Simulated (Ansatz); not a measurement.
## Where PBE holds and where it fails for 1T (CdI2-type) PbI2

Programs: Ansatz (a first-principles code).

Q: For which of these properties of 1T (CdI2-type) PbI2 does PBE miss the measurement, in which direction and by how much: lattice constant a, lattice parameter c, band gap, formation enthalpy?

A: PBE is well off the measurement for the lattice constant a (+2.54 %); lattice parameter c (+11.8 %); band gap (-0.97 eV, at least halved by HSE06).  In between, or not called against an uncorrected reference: formation enthalpy (-0.067 eV/atom).

```
property                                                     PBE     LDA   HSE06    reference  PBE less reference
--------------------------------------------------------  ------  ------  ------  -----------  ------------------
lattice constant a (Å)                                     4.674   4.469   4.653       4.558*             +2.54 %
lattice parameter c (Å)                                    7.807   6.787   7.669       6.986*             +11.8 %
cohesive energy (eV/atom)                                   2.53    3.10    2.45  2.03 ± 0.03          not scored
band gap (eV), at the measured cell, all with SOC           1.43    1.28    2.05         2.4*            -0.97 eV
formation enthalpy (eV/atom)                              -0.673  -0.585  -0.739      -0.606*      -0.067 eV/atom
interlayer binding energy (meV/Å²)                           0.6     8.3       –            –                   –
direct gap at Γ (eV), at the measured cell, all with SOC    2.22    2.06    2.96            –                   –
```

Where no measured value is used, PBE differs from LDA by -93 % in the interlayer binding energy; from HSE06 by -0.74 eV in the direct gap at Γ.

A star marks values at room or unstated temperature without corrections; heat and zero-point motion as a rule enlarge cells and lower moduli and gaps.

Called well off clearly beyond 0.34 eV for the band gap, 0.120 eV/atom for the formation enthalpy (bounds picked here from the quality of each reference); the lattice constant a is called against an uncorrected reference, since a correction would as a rule widen the miss or is far smaller; the lattice parameter c is called against an uncorrected reference, since a correction would as a rule widen the miss or is far smaller.

Not scored: cohesive energy (spin–orbit coupling left out).

The references are measured values: lattice constant a unstated, lattice parameter c unstated, cohesive energy derived from tabulated measurements, band gap unstated, formation enthalpy room temperature, unchecked.

Unless a row names a cell, each level is at its own relaxed cell.

Density-functional gaps are differences of (generalised) Kohn–Sham levels.

Caveats: hybrids on metals are sensitive to the k mesh and can open a false gap (HSE06); the cell comes from a level without a dispersion term, which matters for the spacing of layers, chains or molecules (PBE, LDA, HSE06). Ansatz's density-functional and Hartree–Fock values are scalar-relativistic unless marked +SOC, with PAW data made under PBE.

References as tabulated in Palosz (1990), doi:10.1088/0953-8984/2/24/001; the CRC Handbook; Wikipedia's data pages; NASA TM-4513.
